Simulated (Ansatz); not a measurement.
```yaml
crystal:
  periodic: [false, false, false]
  atoms:
    - {symbol: V, position_ang: [0.000000, 0.000000, -1.408590]}
    - {symbol: N, position_ang: [0.000000, 0.000000, 0.194296]}
    - {symbol: H, position_ang: [0.000000, 0.000000, 1.214294]}
basis:
  gaussian: {orbitals: def2-TZVP}
magnetization: {spin_polarized: true, initial_magnetization: 1}
hamiltonian: {xc: pbe0}
relax: {f_tol: 0.004, max_steps: 80}
```

```sh
$ ansatz run in.yaml --threads 1 --pin off --events-out ev --progress --plain --max-ram 2176MiB
```

Steps of the relaxation (energy above the last step; positions in Å, forces in eV/Å):

```
3
step 1, 4.4 meV
V     0.000    0.000   -1.409    0.000    0.000   -0.533
N     0.000    0.000    0.194    0.000    0.000    0.839
H     0.000    0.000    1.214    0.000    0.000   -0.306
```

```
3
step 2, 0.9 meV
V     0.000    0.000   -1.411    0.000    0.000   -0.260
N     0.000    0.000    0.198    0.000    0.000    0.344
H     0.000    0.000    1.213    0.000    0.000   -0.084
```

```
3
step 3, 0.0 meV
V     0.000    0.000   -1.414    0.000    0.000   -0.004
N     0.000    0.000    0.201    0.000    0.000    0.006
H     0.000    0.000    1.214    0.000    0.000   -0.002
```

```
3
step 4, 0.0 meV
V     0.000    0.000   -1.414    0.000    0.000    0.000
N     0.000    0.000    0.201    0.000    0.000    0.000
H     0.000    0.000    1.214    0.000    0.000    0.000
```

Close pairs at the end: N2–H3 1.013 Å, V1–N2 1.615 Å.

A stationary point of unrestricted PBE0 after 4 steps, with ⟨S²⟩ = 1.617 against 0.75 for a pure state; no frequencies were run, so it isn't proven a minimum. 37 s on 1 thread of Intel Xeon 6975P-C, shared host.
